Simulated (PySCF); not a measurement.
## TDDFT beside published excitation energies

Published values to compare with (the computed states carry no symmetry labels, so the two lists aren't matched line by line):

| state | E (eV) | f | kind of transition | source |
| --- | --- | --- | --- | --- |
| 3B1(n→π*) | 3.93 |  | vertical absorption | [1] |
| 1B1(n→π*) | 4.13 |  | band maximum or as reported | [2] |
| 1B1(n→π*) | 4.26 | 0.000 | vertical absorption | [1] |
| 3B2(π→π*) | 4.88 |  | vertical absorption | [1] |
| 3A2(n→π*) | 5.35 |  | vertical absorption | [1] |
| 1A2(n→π*) | 5.55 |  | vertical absorption | [1] |
| 1B2(n→3s) | 6.22 |  | band maximum or as reported | [2] |
| 1B2(n→3s) | 6.34 | 0.003 | vertical absorption | [1] |
| 1B2(π→π*) | 6.54 | 0.047 | vertical absorption | [1] |
| 3A1(π→π*) | 6.79 |  | vertical absorption | [1] |
| 1B2(n→3p) | 6.88 |  | band maximum or as reported | [2] |
| 1B2(n→3p) | 6.98 | 0.018 | vertical absorption | [1] |
| 1A1(n→3p) | 7.02 | 0.003 | vertical absorption | [1] |
| 1A1(π→π*) | 8.28 | 0.320 | vertical absorption | [1] |

[1] computed, theoretical best estimate (aug-cc-pVTZ, frozen core, CC3 geometry), gas; Veril, Scemama, Caffarel, Lipparini, Boggio-Pasqua, Jacquemin, Loos, WIREs Comput. Mol. Sci. 2021, 11, e1517 (QUESTDB)
[2] measured, gas; Loos, Lipparini, Boggio-Pasqua, Scemama, Jacquemin (2019), arXiv:1912.04173, literature columns

Compound: cyclopropenone, C₃H₂O.
Z-matrix (Å and degrees, PBE0-D3(BJ)/def2-TZVP geometry), rows numbered from 1:
```
O 
C   1  1.1964
C   2  1.4238  1  151.92
C   3  1.3386  2   61.94  1  -179.99
H   3  1.0826  2  153.98  4  -179.96
H   4  1.0827  2  153.93  3   179.96
```

Theory: TDDFT CAM-B3LYP/aug-cc-pVTZ, vertical, gas phase, core orbitals frozen in the response (PySCF 2.14.0, density-fitted response routines). Isolated species at its PBE0-D3(BJ)/def2-TZVP geometry, gas phase.

Computed singlets: 4.40 eV (f 0.000); 5.58 eV (f 0.000); 6.24 eV (f 0.007); 6.67 eV (f 0.030); 6.84 eV (f 0.003); 6.86 eV (f 0.039); 7.41 eV (f 0.000); 7.72 eV (f 0.000); 7.79 eV (f 0.011); 7.80 eV (f 0.011). Computed triplets (Tamm–Dancoff): 3.98, 4.85, 5.20, 6.19 eV.

**Question.** How does the lowest computed singlet compare with the best estimate listed for the lowest singlet (vertical absorption)?

**Answer.** 4.40 eV against 4.26 eV for 1B1(n→π*) [1]: a difference of +0.14 eV. Geometry and basis of the two calculations needn't be the same.

**Question.** How does the lowest computed triplet compare with the best estimate listed for the lowest triplet (vertical absorption)?

**Answer.** 3.98 eV against 3.93 eV for 3B1(n→π*) [1]: a difference of +0.05 eV. Geometry and basis of the two calculations needn't be the same.

A measured band maximum holds vibronic effects and, in solution, solvent shifts, so it needn't equal the vertical energy.
